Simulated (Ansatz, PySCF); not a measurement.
Gas-phase reaction in SMILES: C#N (CHN) + H+ → C#[NH+]
Structures are relaxed separately at B3LYP-D3(BJ)/def2-TZVP in Ansatz (a program for electronic structure).
Geometry of the first species:
```
C
N 1 1.1462
H 1 1.0667 2 180.00
```

Wanted: proton affinity (enthalpy at 298 K, with B3LYP-D3(BJ) rigid-rotor harmonic-oscillator terms from PySCF), positive where the reaction releases energy, in eV. Valence correlation only, unless marked. Spin-orbit coupling is left out. Non-relativistic. Basis-set limits of correlation are two-point, X^-3; Hartree-Fock from the larger set.

| level | program | proton affinity (eV) |
|---|---|---|
| HF-D4/def2-TZVPD | PySCF + dftd4 | (withheld) |
| revPBE-D3(BJ)/def2-TZVPD | Ansatz + dftd3 | 7.43 |
| M06-L-D4/def2-TZVPD | PySCF + dftd4 | (withheld) |
| B3LYP-D4/def2-TZVPD | Ansatz + dftd4 | 7.38 |
| PBE0/6-31G* | Ansatz | (withheld) |
| TPSSh-D4/def2-TZVPD | PySCF + dftd4 | 7.45 |
| TPSSh/def2-TZVPD | PySCF | 7.45 |
| HSE06-D3(BJ)/def2-TZVPD | Ansatz + dftd3 | (withheld) |
| CCSD(T)/CBS(cc-pVTZ,cc-pVQZ) | Ansatz | 7.38 |

**Question.** Complete the blanks.

**Answer.** 
- HF-D4/def2-TZVPD, proton affinity (eV): 7.54
- M06-L-D4/def2-TZVPD, proton affinity (eV): 7.48
- PBE0/6-31G*, proton affinity (eV): 7.39
- HSE06-D3(BJ)/def2-TZVPD, proton affinity (eV): 7.42
